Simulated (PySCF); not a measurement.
# Working out the ionisation energy of P

P [Ne] 3s2 3p3 (4S) → P⁺ [Ne] 3s2 3p2 (3P). Computed with PySCF 2.14 in def2-QZVPPD, with no relativity, point nucleus. Frozen: 1s2. Energies in hartree (1 hartree = 27.21139 eV):

```tsv
part	P (lower)	P⁺ (upper)
UHF	-340.719050	-340.355018
CCSD correlation	-0.291063	-0.271330
(T)	-0.006497	-0.004657
```

Q: What does Hartree-Fock give?

A: (-340.355018) − (-340.719050) = 0.364032 hartree = 9.906 eV.

Q: What do CCSD and CCSD(T) give?

A: The CCSD correlation energies differ by 0.019733 hartree = 0.537 eV and the triples by 0.001840 hartree = 0.050 eV, so CCSD gives 10.443 eV and CCSD(T) 10.493 eV.

Measured between the centres of the two terms (NIST): 10.526 eV, so CCSD(T) (valence and next inner shell) is off by -0.033 eV.

What remains against the reference includes basis incompleteness, the frozen core and higher excitations.
